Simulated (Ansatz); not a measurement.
Energy needed to pull apart BSiH3O (SMILES B1O[SiH2]1), closed shell, into free ground-state atoms, from the structure below (displaced at random from a GFN2-xTB minimum); no zero-point or spin–orbit terms; open-shell atoms are treated unrestricted, in their ground-state multiplicity.

| atom | x (Å) | y (Å) | z (Å) |
| --- | --- | --- | --- |
| B1 | -0.8942 | -0.5184 | -0.4080 |
| O2 | 0.1572 | -1.1339 | 0.0267 |
| Si3 | 0.4064 | 0.6780 | 0.1884 |
| H4 | -1.9528 | -0.8734 | -0.7749 |
| H5 | 1.5877 | 0.9281 | -0.6244 |
| H6 | 0.6967 | 0.8413 | 1.5992 |

Ansatz 0.2.0; basis: def2-TZVPP; cores frozen in the correlated methods. B3LYP uses VWN-RPA correlation.

| method | atomization energy (eV) |
| --- | --- |
| PBE-D4 | 22.00 |
| r2SCAN-D4 | ? |
| PBE0-D4 | 21.53 |
| B3LYP-D4 | 21.65 |
| HSE06-D4 | 21.54 |
| wB97M-V | ? |
| HF | 15.66 |
| MP2 | 21.48 |
| CCSD | 20.61 |
| CCSD(T) | 20.99 |

Task: What does r2SCAN-D4 give? (To be estimated.)

Result: Computed: 21.85 eV, which is about 0.86 eV more than CCSD(T)/def2-TZVPP.

Task: What does wB97M-V give? (To be estimated.)

Result: The calculation gives: 21.77 eV, which is about 0.78 eV more than CCSD(T)/def2-TZVPP.

In triple zeta the MP2 and coupled-cluster atomization energies are still short of their basis limit by a few kcal/mol a bond, whereas those of the functionals are nearly converged, so these differences are not deviations from converged CCSD(T).

The T1 diagnostic stays at or below 0.018.

For scale, one of the runs: CCSD(T)/def2-TZVPP forces, 146 basis functions (an equivalent command: `ansatz run in.yaml --threads 4`). Time: 34 s of wall clock on 4 CPU threads; the host was shared. Peak host memory: 1.6 GiB.
